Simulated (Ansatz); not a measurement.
C$_{4}$H$_{7}$NO (`CN/C=C/C=O`), relaxed with RKS PBE-D4/def2-SVP in Ansatz 0.2.0 from a rough embedded geometry. The force threshold is 0.03 eV/Å; the program also tests the step.

Total charge 0; spin multiplicity 1.

Start:

```xyz
13

C     0.601   -2.098   -0.855
N    -0.295   -0.968   -0.514
C     0.043    0.147    0.261
C    -0.759    1.245    0.297
C    -0.227    2.358    1.190
O    -0.857    3.435    1.263
H     1.081   -2.420    0.080
H     1.342   -1.714   -1.525
H     0.069   -2.850   -1.305
H    -1.054   -0.829   -1.207
H     0.955    0.026    0.784
H    -1.633    1.432   -0.241
H     0.734    2.236    1.772
```

| step | energy (eV) | largest force (eV/Å) | largest move (Å) |
| --- | --- | --- | --- |
| 1 | -7782.8910 | 5.158 | 0.000 |
| 2 | -7783.4386 | 2.034 | 0.078 |
| 3 | -7783.4696 | 1.253 | 0.092 |
| 4 (rejected) | -7783.4216 | 0.851 | 0.200 |
| 5 | -7783.5321 | 0.113 | 0.100 |
| 6 | -7783.5417 | 0.046 | 0.100 |
| 7 (rejected) | -7783.5406 | 0.361 | 0.120 |
| 8 | -7783.5445 | 0.027 | 0.060 |
| 9 | -7783.5459 | 0.072 | 0.074 |
| 10 | -7783.5464 | 0.045 | 0.013 |
| 11 | -7783.5473 | 0.010 | 0.043 |
| 12 (rejected) | -7783.5473 | 0.096 | 0.068 |
| 13 | -7783.5474 | 0.098 | 0.032 |
| 14 | -7783.5478 | 0.072 | 0.060 |
| 15 | -7783.5480 | 0.028 | 0.014 |

End:

```xyz
13

C     0.611   -2.041   -0.835
N    -0.246   -0.890   -0.660
C     0.014    0.156    0.163
C    -0.699    1.323    0.276
C    -0.293    2.332    1.236
O    -0.842    3.411    1.428
H     1.305   -2.116    0.026
H     1.226   -1.987   -1.763
H     0.016   -2.978   -0.871
H    -1.035   -0.792   -1.303
H     0.897    0.015    0.815
H    -1.585    1.531   -0.347
H     0.631    2.035    1.835
```

Run time 20 s (4 threads of an Arm Neoverse V1 on a shared host); peak host memory 0.16 GiB.
